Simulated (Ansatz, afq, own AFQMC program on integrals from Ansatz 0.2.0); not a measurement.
**HfCl$_{2}$O, singlet in def2-SVP, levels against CCSDT(Q)**

```xyz
4

Hf   -0.1318    0.2032    0.0000
O     0.5715    1.7970    0.0000
Cl    0.2028   -0.9171   -2.0560
Cl    0.2028   -0.9171    2.0560
```

Connectivity, by distances: O–Hf(–Cl)–Cl.

Basis def2-SVP with its core potentials. Only valence electrons are correlated. Ansatz 0.2.0 and our own AFQMC program on the same integrals; the CISD trial comes from CCSD amplitudes, and released means the phaseless constraint is let go. Uncertainties: one standard error, sampling alone. No spin–orbit coupling. The metal's outer-core s and p shells are frozen, which shifts wave-function levels against functionals.

Determinant: RHF, the one that the program's search chose, which needn't be the lowest solution. The geometry is a point of a scan.

No full CI on the walks' own integrals is used here; CCSDT(Q) serves as the reference and is uncertain by about the last step of the cluster series.

Cautions: no spin-orbit coupling; outer-core shells of the metal frozen; higher spins were not checked.

The T1 diagnostic is 0.0210, the weight of the determinant in the CISD state is 0.809 and the size of the correlated space is 24 electrons in 67 orbitals.

```tsv
level	correlation energy (eV)
MP2	-15.3391
CCSD	-15.4432
CCSD(T)	-16.0003
```

Problem. Estimate where AFQMC with the constraint released lies against CCSD(T) on the same integrals.

Solution. 4.6 ± 0.8 kJ/mol below CCSD(T).

Reference: CCSDT(Q), correlation energy -16.059 eV. The released energy is read at 0.90 1/Eh (meV from the phaseless value at times in 1/Eh: 11 ± 10 at 0.21, -3 ± 7 at 0.42, 1 ± 7 at 0.63, -4 ± 8 at 0.90).

| level | E − E(reference) (kJ/mol) | share of correlation (%) |
| --- | --- | --- |
| CCSD(T) | 5.6 | 99.64 |
| CCSDT | 4.4 | 99.72 |
| ph-AFQMC/HF | -19.0 ± 3.8 | 101.23 |
| ph-AFQMC/CISD | 1.4 ± 0.9 | 99.91 |
| released AFQMC | 1.0 ± 0.8 | 99.93 |

A walk keeps the symmetry of its determinant, which the program's search chose and which needn't be the lowest solution, so a lower state of the same spin and another symmetry isn't excluded. Released energies are given only where the last usable release times agree within the noise; a slower fall can still hide under it.
